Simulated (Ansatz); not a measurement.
# TlSn2: from a trial structure to a relaxed crystal

The calculation used DFT PBE, scalar-relativistic, plane waves, PAW (Ansatz).

The start puts TlSn2 on the MoSi2 (C11b) structure type (I4/mmm, No. 139), with Tl in place of Mo, Sn in place of Si, at a guessed volume.

The final relaxation ran on this input, with the default PAW datasets:

```yaml
crystal:
  lattice:
    - [-2.0498829913, 2.0498829913, 5.1942797675]
    - [2.0498829913, -2.0498829913, 5.1942797675]
    - [2.0498829913, 2.0498829913, -5.1942797675]
  atoms:
    - { symbol: Tl, position: [0.0, 0.0, 0.0] }
    - { symbol: Sn, position: [0.6779808903, 0.6779808903, 0.0] }
    - { symbol: Sn, position: [0.3220191097, 0.3220191097, 0.0] }
basis:
  ecutwfc: 420
kpoints:
  mp_grid: { grid: [16, 16, 16] }
hamiltonian:
  xc: pbe
scf:
  occupations: { method: gaussian, width: 0.1 }
output:
  forces: true
  stress: true
  eigenvalues: true
relax:
  adjacent_minimum: "off"
  f_tol: 0.01
  max_steps: 80
  cell: { stress_tol: 0.05 }
```

Launched as:

```bash
ansatz run input.yaml --threads 1 --pin off --max-ram 2560MiB --backend cpu --events-out ev --progress --plain --runs-dir out
```

The run took 5.6 min on 1 thread of Intel(R) Xeon(R) Platinum 8259CL CPU @ 2.50GHz (Skylake/Cascade Lake), with other jobs on the host, peak memory 0.89 GiB.

End of the output:

```
SCF converged after 5 iterations
Free energy (F): -23492.375921 eV
Harris-Foulkes:  -23492.375921 eV  (|F-HF|=3.64e-12)
Internal energy: -23492.368279 eV  (E = F + TS)
E sigma→0 (E₀):  -23492.372100 eV
Entropy (-TS):   -0.007641 eV (-2.547 meV/atom)
Fermi energy:    9.805917 eV
--- Per-component energies (eV) ---
  E_band       = -186.654414
  E_kinetic    = 704.397402
  E_local      = -2679.603018  (includes V_loc(G=0)·N_el)
  E_nonlocal   = 251.660031
  E_hartree    = 1424.387181
  E_xc         = -995.972581
  E_vxc        = -333.995472  (∫ρ·V_xc dr)
  E_paw        = -18433.402449  (= ΣΔE_a)
  E_vpaw       = -977.887645  (= ΣTr[D̂ρ^β])
  E_aug_tail   = 0.000033  (compensation charges beyond the density's cutoff)
  E_ewald      = -3763.834878
  E_smearing   = -0.007641  (= −TS)
  E_closure    = 0.000000  (closes the sum)
  Σ components = -23492.375921   (vs F -23492.375921, Δ=0.00e0)
--- Forces (eV/Å), atoms counted from 1 ---
  atom   1  Tl     0.00000000     0.00000000     0.00000000
  atom   2  Sn     0.00000000     0.00000000    -0.00094807
  atom   3  Sn     0.00000000     0.00000000     0.00094807
  max |Σ_I F_I| component: 8.67e-19 eV/Å
--- Stress (GPa, compression-positive) ---
       -0.004932       0.000000       0.000000
        0.000000      -0.004932       0.000000
        0.000000       0.000000       0.001491
  P = ⅓ Tr σ = -0.0028 GPa (-0.028 kbar)
--- Relaxed structure (5 steps of the walk, 5 accepted, 1 SCFs on fresh bases) ---
  F+E_penalty+E_count = -23492.37592080 eV   max|allowed force component| = 9.481e-4 eV/Å   (the final SCF, on the basis selected at the relaxed cell)
  cell:  # Å, volume = 87.9969 Å³
    - [-2.003676, 2.003676, 5.479644]
    - [2.003676, -2.003676, 5.479644]
    - [2.003676, 2.003676, -5.479644]
  atoms:
    - { symbol: Tl, position: [0.000000, 0.000000, 0.000000] }
    - { symbol: Sn, position: [0.680237, 0.680237, 0.000000] }
    - { symbol: Sn, position: [0.319763, 0.319763, 0.000000] }
```

Absolute energies hang on the potentials; compare differences alone.

The result has space group I4/mmm (No. 139). Around Tl lie 10 Sn at 3.45–3.50 Å and 4 Tl at 4.01 Å; Sn is coordinated by 4 Sn at 3.22 Å, 5 Tl at 3.45–3.50 Å and 5 Sn at 3.95–4.01 Å.

Against the elements it lies at 0.07 eV/atom. Energies over the elements count from the elements' standard structures at the same level, with no empirical corrections.

For metals, differences of a few meV/atom aren't resolved. Spin–orbit coupling is left out.

Symmetry constrained the relaxation, so the result can be a saddle point.